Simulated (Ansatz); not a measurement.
Grey tin (α-Sn) was calculated with r²SCAN (plane waves, PAW; Ansatz, a quantum-chemistry and plane-wave program).

Numerical settings: plane-wave cutoff 500 eV, 18×18×1 k mesh (along the axes of the cell as run), Fermi–Dirac smearing 0.1 eV, scalar-relativistic PAW data made under PBE.

Predict the surface energy of the (111) face and work function of the (111) face.


* **surface energy of the (111) face**: 0.82 J/m²
* **work function of the (111) face**: 4.52 eV

The slab of 12 atoms is relaxed and unreconstructed.

Spin–orbit coupling is not included.

Static lattice: no zero-point or thermal effects.
